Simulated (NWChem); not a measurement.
All runs are NWChem calculations. System: HN, charge 0, spin multiplicity 3, at a geometry optimised with UPBE/def2-SVP. The structure started from a generated list of species. Its SCF solution wasn't tested for a lower state. Level: ROCR-CCSD(T)/def2-TZVP, 1 core orbitals frozen.

Input file:

```
start mol
memory heap 100 mb stack 700 mb global 1900 mb
geometry units angstroms nocenter noautoz
  N      0.000000     0.000000     0.132558
  H      0.000000     0.000000    -0.927906
  symmetry group C2v
end
basis spherical
  * library def2-tzvp
end
scf
  rohf
  nopen 2
  maxiter 100
  thresh 1e-7
  semidirect memsize 60000000 filesize 0
  # guess.movecs holds the orbitals of an unrestricted PBE0 run
  vectors input guess.movecs output mol.movecs
end
tce
  freeze core 1
  cr-ccsd(t)
  2eorb
  2emet 13
  thresh 1e-6
  maxiter 100
  tilesize 24
end
task tce energy
```

Part of the output:

```
             Northwest Computational Chemistry Package (NWChem) 7.3.0
             --------------------------------------------------------

                                NWChem Input Module
                                -------------------

 Scaling coordinates for geometry "geometry" by  1.889725989
 (inverse scale =  0.529177249)

 Turning off AUTOSYM since
 SYMMETRY directive was detected!

                             Geometry "geometry" -> ""
                             -------------------------

 Output coordinates in angstroms (scale by  1.889725989 to convert to a.u.)

  No.       Tag          Charge          X              Y              Z
 ---- ---------------- ---------- -------------- -------------- --------------
    1 N                    7.0000     0.00000000     0.00000000     0.13255800
    2 H                    1.0000     0.00000000     0.00000000    -0.92790600

 Effective nuclear repulsion energy (a.u.)       3.4930377108

            Nuclear Dipole moment (a.u.)
            ----------------------------
        X                 Y               Z
 ---------------- ---------------- ----------------
     0.0000000000     0.0000000000    -0.0000000000

      Symmetry information
      --------------------

 Group name             C2v
 Group number             16
 Group order               4
 No. of unique centers     2

      Symmetry unique atoms

     1    2


 Summary of "ao basis" -> "" (spherical)
 ------------------------------------------------------------------------------
       Tag                 Description            Shells   Functions and Types
 ---------------- ------------------------------  ------  ---------------------
 *                         def2-tzvp                  on all atoms

 Summary of "ao basis" -> "ao basis" (spherical)
 ------------------------------------------------------------------------------
       Tag                 Description            Shells   Functions and Types
 ---------------- ------------------------------  ------  ---------------------
 N                         def2-tzvp                11       31   5s3p2d1f
 H                         def2-tzvp                 4        6   3s1p

                                 NWChem SCF Module
                                 -----------------

  ao basis        = "ao basis"
  functions       =    37
  atoms           =     2
  closed shells   =     3
  open shells     =     2
  charge          =   0.00
  wavefunction    = ROHF
  use symmetry    = T
  symmetry adapt  = T

 Summary of "ao basis" -> "ao basis" (spherical)
 ------------------------------------------------------------------------------
       Tag                 Description            Shells   Functions and Types
 ---------------- ------------------------------  ------  ---------------------
 N                         def2-tzvp                11       31   5s3p2d1f
 H                         def2-tzvp                 4        6   3s1p

      Symmetry analysis of basis
      --------------------------

        a1         18
        a2          3
        b1          8
        b2          8

 Forming initial guess at       0.0s

      Symmetry analysis of molecular orbitals - initial
      -------------------------------------------------

  Numbering of irreducible representations:

     1 a1          2 a2          3 b1          4 b2

  Orbital symmetries:

     1 a1          2 a1          3 a1          4 b1          5 b2
     6 a1          7 a1          8 b2          9 b1         10 a1
    11 a1         12 b1         13 b2         14 a2         15 a1

 Starting SCF solution at       0.0s

 ----------------------------------------------
         Quadratically convergent ROHF

 Convergence threshold     :          1.000E-07
 Maximum no. of iterations :          100
 Final Fock-matrix accuracy:          1.000E-09
 ----------------------------------------------

              iter       energy          gnorm     gmax       time
             ----- ------------------- --------- --------- --------
                 1      -54.9647822392  5.21D-01  2.56D-01      0.1
                 2      -54.9734949376  8.03D-02  2.60D-02      0.1
                 3      -54.9740487505  3.70D-03  1.40D-03      0.1
                 4      -54.9740513120  7.89D-06  3.47D-06      0.1
                 5      -54.9740513120  2.42D-09  1.06D-09      0.1

       Final ROHF results
       ------------------

         Total SCF energy =    -54.974051311956
      One-electron energy =    -81.473373769058
      Two-electron energy =     23.006284746253
 Nuclear repulsion energy =      3.493037710849

        Time for solution =      0.1s

       Symmetry analysis of molecular orbitals - final
       -----------------------------------------------

  Numbering of irreducible representations:

     1 a1          2 a2          3 b1          4 b2

  Orbital symmetries:

     1 a1          2 a1          3 a1          4 b1          5 b2
     6 a1          7 a1          8 a1          9 b2         10 b1
    11 a1         12 b2         13 b1         14 a1         15 a2

             Final eigenvalues
             -----------------

              1
    1  -15.6125
    2   -1.0347
    3   -0.5456
    4   -0.1771
    5   -0.1771
    6    0.1491
    7    0.4472
    8    0.4875
    9    0.4953
   10    0.4953
   11    0.6439
   12    1.1800
   13    1.1800
   14    1.2675
   15    1.2675

                       ROHF Final Molecular Orbital Analysis
                       -------------------------------------

 Vector    3  Occ=2.000000D+00  E=-5.456477D-01  Symmetry=a1
              MO Center=  8.7D-16, -2.2D-15,  7.3D-02, r^2= 9.6D-01
   Bfn.  Coefficient  Atom+Function         Bfn.  Coefficient  Atom+Function
  ----- ------------  ---------------      ----- ------------  ---------------
     8      0.351772  1 N  pz                11      0.308732  1 N  pz
    33     -0.251419  2 H  s                  5      0.218500  1 N  s
     4      0.216485  1 N  s                 14      0.163131  1 N  pz
     3      0.152570  1 N  s

 Vector    4  Occ=1.000000D+00  E=-1.771498D-01  Symmetry=b1
              MO Center= -7.6D-16, -5.1D-19,  1.1D-01, r^2= 7.5D-01
   Bfn.  Coefficient  Atom+Function         Bfn.  Coefficient  Atom+Function
  ----- ------------  ---------------      ----- ------------  ---------------
     6      0.471173  1 N  px                 9      0.448951  1 N  px
    12      0.266176  1 N  px

 Vector    5  Occ=1.000000D+00  E=-1.771498D-01  Symmetry=b2
              MO Center=  3.5D-18,  1.5D-15,  1.1D-01, r^2= 7.5D-01
   Bfn.  Coefficient  Atom+Function         Bfn.  Coefficient  Atom+Function
  ----- ------------  ---------------      ----- ------------  ---------------
     7      0.471173  1 N  py                10      0.448951  1 N  py
    13      0.266176  1 N  py

 Vector    6  Occ=0.000000D+00  E= 1.491438D-01  Symmetry=a1
              MO Center= -1.1D-19, -6.7D-18, -1.4D+00, r^2= 2.9D+00
   Bfn.  Coefficient  Atom+Function         Bfn.  Coefficient  Atom+Function
  ----- ------------  ---------------      ----- ------------  ---------------
    34      2.241584  2 H  s                  5     -1.351176  1 N  s
    14      0.742262  1 N  pz                33     -0.245651  2 H  s
     8      0.166749  1 N  pz                 3     -0.156455  1 N  s

 Vector    7  Occ=0.000000D+00  E= 4.472091D-01  Symmetry=a1
              MO Center=  1.5D-16, -1.3D-17,  7.0D-01, r^2= 2.8D+00
   Bfn.  Coefficient  Atom+Function         Bfn.  Coefficient  Atom+Function
  ----- ------------  ---------------      ----- ------------  ---------------
     5      2.378147  1 N  s                  4     -1.947133  1 N  s
    34     -0.904842  2 H  s                 14      0.466345  1 N  pz
    33      0.379904  2 H  s                 11     -0.279522  1 N  pz
     3      0.174246  1 N  s

 Vector    8  Occ=0.000000D+00  E= 4.874638D-01  Symmetry=a1
              MO Center=  3.7D-18, -4.6D-18, -2.8D-01, r^2= 2.5D+00
   Bfn.  Coefficient  Atom+Function         Bfn.  Coefficient  Atom+Function
  ----- ------------  ---------------      ----- ------------  ---------------
     5      2.203012  1 N  s                 33     -1.944496  2 H  s
    14     -1.592389  1 N  pz                 4     -0.532559  1 N  s
    34     -0.512079  2 H  s                 11     -0.247339  1 N  pz
    22      0.164128  1 N  d  0

 center of mass
 --------------
 x =   0.00000000 y =   0.00000000 z =   0.11595152

 moments of inertia (a.u.)
 ------------------
           3.775646545282           0.000000000000           0.000000000000
           0.000000000000           3.775646545282           0.000000000000
           0.000000000000           0.000000000000           0.000000000000

  Mulliken analysis of the total density
  --------------------------------------

    Atom       Charge   Shell Charges
 -----------   ------   -------------------------------------------------------
    1 N    7     7.22   0.82  1.15  0.62  0.97  0.33  1.27  1.42  0.62  0.00  0.02  0.00
    2 H    1     0.78   0.25  0.43  0.06  0.03

 Mulliken analysis of the open-shell density
 -------------------------------------------

    Atom       Charge   Shell Charges
 -----------   ------   -------------------------------------------------------
    1 N    7     1.99   0.00 -0.00  0.00  0.00  0.00  0.77  0.84  0.38  0.00  0.00 -0.00
    2 H    1     0.01   0.00  0.00  0.00  0.01

       Multipole analysis of the density wrt the origin
       ------------------------------------------------

     L   x y z        total         open         nuclear
     -   - - -        -----         ----         -------
     0   0 0 0     -0.000000     -2.000000      8.000000

     1   1 0 0      0.000000      0.000000      0.000000
     1   0 1 0      0.000000     -0.000000      0.000000
     1   0 0 1     -0.652167     -0.397733     -0.000000

     2   2 0 0     -4.674478     -2.127167      0.000000
     2   1 1 0      0.000000      0.000000      0.000000
     2   1 0 1     -0.000000      0.000000      0.000000
     2   0 2 0     -4.674478     -2.127167      0.000000
     2   0 1 1      0.000000     -0.000000      0.000000
     2   0 0 2     -4.324444     -1.171601      3.513966

                   NWChem Extensible Many-Electron Theory Module
                   ---------------------------------------------


            General Information
            -------------------
      Number of processors :     1
         Wavefunction type : Restricted open-shell Hartree-Fock
          No. of electrons :     8
           Alpha electrons :     5
            Beta electrons :     3
           No. of orbitals :    74
            Alpha orbitals :    37
             Beta orbitals :    37
        Alpha frozen cores :     1
         Beta frozen cores :     1
     Alpha frozen virtuals :     0
      Beta frozen virtuals :     0
         Spin multiplicity : triplet
    Number of AO functions :    37
       Number of AO shells :    15
        Use of symmetry is : on
      Symmetry adaption is : on
         Schwarz screening : 0.10D-09

          Correlation Information
          -----------------------
          Calculation type : Coupled-cluster singles & doubles w/ perturbation
   Perturbative correction : Completely renormalized (T)
            Max iterations :      100
        Residual threshold : 0.10D-05
     T(0) DIIS level shift : 0.00D+00
     L(0) DIIS level shift : 0.00D+00
     T(1) DIIS level shift : 0.00D+00
     L(1) DIIS level shift : 0.00D+00
     T(R) DIIS level shift : 0.00D+00
     T(I) DIIS level shift : 0.00D+00
   CC-T/L Amplitude update :  5-th order DIIS
                I/O scheme : Global Array Library
        L-threshold :  0.10D-05
        EOM-threshold :  0.10D-05
 no EOMCCSD initial starts read in
 TCE RESTART OPTIONS
 SLICE:      F
 D4D5:       F
 quantumc:   F
 qrotation:  F
 pwtce:      F
 qducc:      F
 nacto:                         0
 nrotv:                         0
 nrot:                          0

            Memory Information
            ------------------
          Available GA space size is     249034062 doubles
          Available MA space size is     104854612 doubles

 Maximum block size supplied by input
 Maximum block size        24 doubles

 tile_dim =     15

 -------------------------------------------------

 Global array virtual files algorithm will be used

 Parallel file system coherency ......... OK

 4-electron integrals stored in orbital form

 v2    file size   =           147617
 4-index algorithm nr.  13 is used
 imaxsize =       30
 imaxsize ichop =        0


CCSD iterations
 ---------------------------------------------------------
 Iter          Residuum       Correlation     Cpu    Wall
 ---------------------------------------------------------
    1   0.0950387797012  -0.1508570911935     0.0     0.0
    2   0.0240236025274  -0.1575894533848     0.0     0.0
    3   0.0086192641596  -0.1599106176748     0.0     0.0
    4   0.0035152189141  -0.1604185808118     0.0     0.0
    5   0.0015337992623  -0.1606358306745     0.0     0.0
    6   0.0004226672873  -0.1607469309146     0.1     0.1
    7   0.0001627518840  -0.1607687253822     0.1     0.1
    8   0.0000866765172  -0.1607691312015     0.1     0.1
    9   0.0000485535977  -0.1607696484498     0.1     0.1
   10   0.0000285484930  -0.1607703004703     0.1     0.1
   11   0.0000063481998  -0.1607709422563     0.1     0.1
   12   0.0000025015752  -0.1607709813094     0.1     0.1
   13   0.0000012786539  -0.1607710239987     0.1     0.1
   14   0.0000006870183  -0.1607710085367     0.1     0.1
 -----------------------------------------------------------------
 Iterations converged
 CCSD correlation energy / hartree =        -0.160771008536678
 CCSD total energy / hartree       =       -55.134822320492759

 Singles contributions

 Doubles contributions
 CR-CCSD(T)

 CR-CCSD[T]  correction energy / hartree =        -0.003649779727742
 CR-CCSD[T] correlation energy / hartree =        -0.164420788264420
 CR-CCSD[T] total energy / hartree       =       -55.138472100220504
 CR-CCSD(T)  correction energy / hartree =        -0.003641757158330
 CR-CCSD(T) correlation energy / hartree =        -0.164412765695008
 CR-CCSD(T) total energy / hartree       =       -55.138464077651086

 Task  times  cpu:        1.3s     wall:        1.3s

 Total times  cpu:        1.4s     wall:        1.4s
```
